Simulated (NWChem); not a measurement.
Everything below was run with NWChem. System: hydrazine (H4N2), charge 0, spin multiplicity 1, at a geometry optimised with B3LYP/def2-SVP. Level: CCSD(T)/def2-TZVP, 2 core orbitals frozen.

The NWChem input:

```
start mol
memory heap 100 mb stack 700 mb global 1900 mb
geometry units angstroms nocenter noautoz
  N      0.179310    -0.686455     0.075685
  N     -0.179310     0.686455     0.075685
  H     -0.648234    -1.234971     0.307034
  H      0.510089    -1.012738    -0.836828
  H      0.648234     1.234971     0.307034
  H     -0.510089     1.012738    -0.836828
  symmetry group C2
end
basis spherical
  * library def2-tzvp
end
scf
  rhf
  nopen 0
  maxiter 100
  thresh 1e-7
  semidirect memsize 60000000 filesize 0
end
tce
  freeze core 2
  ccsd(t)
  2eorb
  2emet 13
  thresh 1e-6
  maxiter 100
  tilesize 24
end
task tce energy
```

Part of the output:

```
             Northwest Computational Chemistry Package (NWChem) 7.3.0
             --------------------------------------------------------

                                NWChem Input Module
                                -------------------

 Scaling coordinates for geometry "geometry" by  1.889725989
 (inverse scale =  0.529177249)

 Turning off AUTOSYM since
 SYMMETRY directive was detected!

                             Geometry "geometry" -> ""
                             -------------------------

 Output coordinates in angstroms (scale by  1.889725989 to convert to a.u.)

  No.       Tag          Charge          X              Y              Z
 ---- ---------------- ---------- -------------- -------------- --------------
    1 N                    7.0000     0.17931000    -0.68645500     0.07568500
    2 N                    7.0000    -0.17931000     0.68645500     0.07568500
    3 H                    1.0000    -0.64823400    -1.23497100     0.30703400
    4 H                    1.0000     0.51008900    -1.01273800    -0.83682800
    5 H                    1.0000     0.64823400     1.23497100     0.30703400
    6 H                    1.0000    -0.51008900     1.01273800    -0.83682800

 Effective nuclear repulsion energy (a.u.)      41.5994383118

            Nuclear Dipole moment (a.u.)
            ----------------------------
        X                 Y               Z
 ---------------- ---------------- ----------------
     0.0000000000    -0.0000000000     0.0000037795

      Symmetry information
      --------------------

 Group name             C2
 Group number              4
 Group order               2
 No. of unique centers     3

      Symmetry unique atoms

     1    3    4


 Summary of "ao basis" -> "" (spherical)
 ------------------------------------------------------------------------------
       Tag                 Description            Shells   Functions and Types
 ---------------- ------------------------------  ------  ---------------------
 *                         def2-tzvp                  on all atoms

 Summary of "ao basis" -> "ao basis" (spherical)
 ------------------------------------------------------------------------------
       Tag                 Description            Shells   Functions and Types
 ---------------- ------------------------------  ------  ---------------------
 N                         def2-tzvp                11       31   5s3p2d1f
 H                         def2-tzvp                 4        6   3s1p

                                 NWChem SCF Module
                                 -----------------

  ao basis        = "ao basis"
  functions       =    86
  atoms           =     6
  closed shells   =     9
  open shells     =     0
  charge          =   0.00
  wavefunction    = RHF
  use symmetry    = T
  symmetry adapt  = T

 Summary of "ao basis" -> "ao basis" (spherical)
 ------------------------------------------------------------------------------
       Tag                 Description            Shells   Functions and Types
 ---------------- ------------------------------  ------  ---------------------
 N                         def2-tzvp                11       31   5s3p2d1f
 H                         def2-tzvp                 4        6   3s1p

      Symmetry analysis of basis
      --------------------------

        a          43
        b          43

 Forming initial guess at       0.1s

      Superposition of Atomic Density Guess
      -------------------------------------
[...]
    65      1.611120  3 H  s                 77      1.611120  5 H  s
    71     -1.166708  4 H  s                 83     -1.166708  6 H  s
    12      0.644401  1 N  px                43     -0.644401  2 N  px
    14     -0.416352  1 N  pz                45     -0.416352  2 N  pz
     5     -0.310909  1 N  s                 36     -0.310909  2 N  s

 center of mass
 --------------
 x =   0.00000000 y =   0.00000000 z =   0.06203830

 moments of inertia (a.u.)
 ------------------
          71.656986567558          10.266293037381           0.000000000000
          10.266293037381          14.281876411801           0.000000000000
           0.000000000000           0.000000000000          73.601312092463

  Mulliken analysis of the total density
  --------------------------------------

    Atom       Charge   Shell Charges
 -----------   ------   -------------------------------------------------------
    1 N    7     7.45   0.82  1.16  0.52  0.83  0.21  1.46  1.69  0.70  0.01  0.05  0.00
    2 N    7     7.45   0.82  1.16  0.52  0.83  0.21  1.46  1.69  0.70  0.01  0.05  0.00
    3 H    1     0.77   0.26  0.41  0.05  0.04
    4 H    1     0.78   0.26  0.42  0.06  0.04
    5 H    1     0.77   0.26  0.41  0.05  0.04
    6 H    1     0.78   0.26  0.42  0.06  0.04

       Multipole analysis of the density wrt the origin
       ------------------------------------------------

     L   x y z        total         open         nuclear
     -   - - -        -----         ----         -------
     0   0 0 0      0.000000      0.000000     18.000000

     1   1 0 0      0.000000      0.000000      0.000000
     1   0 1 0     -0.000000      0.000000     -0.000000
     1   0 0 1     -0.831138      0.000000      0.000004

     2   2 0 0    -10.146507      0.000000      6.466931
     2   1 1 0      1.870261      0.000000     -4.125679
     2   1 0 1     -0.000000      0.000000      0.000000
     2   0 2 0     -8.517728      0.000000     41.776702
     2   0 1 1      0.000000      0.000000      0.000000
     2   0 0 2     -9.678968      0.000000      5.961167

                   NWChem Extensible Many-Electron Theory Module
                   ---------------------------------------------


            General Information
            -------------------
      Number of processors :     1
         Wavefunction type : Restricted Hartree-Fock
          No. of electrons :    18
           Alpha electrons :     9
            Beta electrons :     9
           No. of orbitals :   172
            Alpha orbitals :    86
             Beta orbitals :    86
        Alpha frozen cores :     2
         Beta frozen cores :     2
     Alpha frozen virtuals :     0
      Beta frozen virtuals :     0
         Spin multiplicity : singlet
    Number of AO functions :    86
       Number of AO shells :    38
        Use of symmetry is : on
      Symmetry adaption is : on
         Schwarz screening : 0.10D-09

          Correlation Information
          -----------------------
          Calculation type : Coupled-cluster singles & doubles w/ perturbation
   Perturbative correction : (T)
            Max iterations :      100
        Residual threshold : 0.10D-05
     T(0) DIIS level shift : 0.00D+00
     L(0) DIIS level shift : 0.00D+00
     T(1) DIIS level shift : 0.00D+00
     L(1) DIIS level shift : 0.00D+00
     T(R) DIIS level shift : 0.00D+00
     T(I) DIIS level shift : 0.00D+00
   CC-T/L Amplitude update :  5-th order DIIS
                I/O scheme : Global Array Library
        L-threshold :  0.10D-05
        EOM-threshold :  0.10D-05
 no EOMCCSD initial starts read in
 TCE RESTART OPTIONS
 SLICE:      F
 D4D5:       F
 quantumc:   F
 qrotation:  F
 pwtce:      F
 qducc:      F
 nacto:                         0
 nrotv:                         0
 nrot:                          0

            Memory Information
            ------------------
          Available GA space size is     249029404 doubles
          Available MA space size is     104853372 doubles

 Maximum block size supplied by input
 Maximum block size        24 doubles

 tile_dim =     20

 -------------------------------------------------

 Global array virtual files algorithm will be used

 Parallel file system coherency ......... OK

 4-electron integrals stored in orbital form

 v2    file size   =          5432351
 4-index algorithm nr.  13 is used
 imaxsize =       30
 imaxsize ichop =        0


CCSD iterations
 ---------------------------------------------------------
 Iter          Residuum       Correlation     Cpu    Wall
 ---------------------------------------------------------
    1   0.1664192299295  -0.4268300762130     0.4     0.4
    2   0.0419623918603  -0.4375958666754     0.4     0.4
    3   0.0149778709914  -0.4444604195773     0.4     0.4
    4   0.0060923251632  -0.4456502215677     0.3     0.3
    5   0.0026427314248  -0.4462129069914     0.3     0.3
    6   0.0005862948073  -0.4464941367823     0.4     0.4
    7   0.0002363699307  -0.4465381287655     0.4     0.4
    8   0.0001213182216  -0.4465353625946     0.4     0.4
    9   0.0000665935820  -0.4465362434981     0.4     0.4
   10   0.0000398456294  -0.4465368016044     0.4     0.4
   11   0.0000107475879  -0.4465375821126     0.4     0.4
   12   0.0000045443001  -0.4465377759438     0.3     0.3
   13   0.0000026699359  -0.4465378058890     0.4     0.4
   14   0.0000015663821  -0.4465377781513     0.4     0.4
   15   0.0000009849997  -0.4465377659900     0.4     0.4
 -----------------------------------------------------------------
 Iterations converged
 CCSD correlation energy / hartree =        -0.446537765989957
 CCSD total energy / hartree       =      -111.671648523419023

 Singles contributions

 Doubles contributions
 CCSD(T)
 Using plain CCSD(T) code
             total no. of tasks          160
 total no. of tasks / no. procs          160
                         wl_min       185193           7.5
                         wl_max       486400           8.9
        thresh for no. of tasks          160

 CCSD[T]  correction energy / hartree =        -0.015783114573730
 CCSD[T] correlation energy / hartree =        -0.462320880563687
 CCSD[T] total energy / hartree       =      -111.687431637992759
 CCSD(T)  correction energy / hartree =        -0.015392628213549
 CCSD(T) correlation energy / hartree =        -0.461930394203506
 CCSD(T) total energy / hartree       =      -111.687041151632570

 Task  times  cpu:       26.0s     wall:       26.0s

 Total times  cpu:       26.1s     wall:       26.1s
```
